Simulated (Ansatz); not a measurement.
# BH₄F: a saddle search

Does the minimum-mode search get back to a saddle from here?

Program: Ansatz 0.2.0, Gaussian basis. Level of theory: PBE0-D4/def2-SVPD. These are calculated values, not measurements.

**1. The starting structure**

The start, a known saddle point with all atoms moved at random by about 0.06 Å a coordinate: 6 atoms, charge 0, spin multiplicity 1.

Atoms are counted from 1 here; the program's logs count them from 0.

Bond lengths: B1–H2 1.277 Å, B1–H3 1.281 Å, B1–H4 1.248 Å, B1–H5 1.251 Å, H5–F6 1.115 Å. Angles: H2–B1–H3 106.1°, H2–B1–H4 114.5°, H2–B1–H5 47.3°, H3–B1–H4 122.8°, H3–B1–H5 115.7°, H4–B1–H5 121.4°, B1–H5–F6 85.3°.

As a file:

```xyz
6

B    -0.3108    0.0839   -0.1917
H     0.5268    0.8753    0.3588
H    -0.0908    0.1547   -1.4518
H    -1.4588    0.1234    0.2973
H     0.6963   -0.1102    0.5241
F     0.4700   -1.1935    0.3899
```

**2. The search**

Input file run/in.yaml:

```yaml
crystal:
  periodic: [false, false, false]
  atoms:
    - {symbol: B, position_ang: [-0.310764, 0.083857, -0.191654]}
    - {symbol: H, position_ang: [0.526763, 0.875286, 0.358843]}
    - {symbol: H, position_ang: [-0.090768, 0.154731, -1.451810]}
    - {symbol: H, position_ang: [-1.458771, 0.123440, 0.297332]}
    - {symbol: H, position_ang: [0.696299, -0.110213, 0.524067]}
    - {symbol: F, position_ang: [0.469956, -1.193522, 0.389865]}
basis:
  gaussian: {orbitals: def2-SVPD}
hamiltonian: {xc: pbe0, dispersion: d4}
saddle:
  f_tol: 0.02
  max_steps: 40
  mode_guess:
    - [0.0961, -0.4496, 0.0850]
    - [0.1845, -0.1041, 0.1350]
    - [0.0162, 0.0309, 0.0812]
    - [0.0831, 0.0271, -0.0126]
    - [-0.0941, 0.7182, -0.0933]
    - [-0.2858, -0.2225, -0.1953]
```

Run with:

```console
$ ansatz run in.yaml --threads 2 --pin off --events-out ev --progress --plain --max-ram 4352MiB
```

What does the calculation give? Wanted: energy change; last largest force; RMSD from the start; RMSD from the known saddle.

**Answer**, as computed:

| quantity | value |
| --- | --- |
| steps | 8 |
| energy change | -0.353 eV |
| last largest force | 0.0002 eV/Å |
| RMSD from the start | 0.072 Å |
| RMSD from the known saddle | 0.009 Å |

What this shows: It converged in 8 steps at a force tolerance of 0.02 eV/Å. It is back at the known saddle, up to the shift that another level brings.
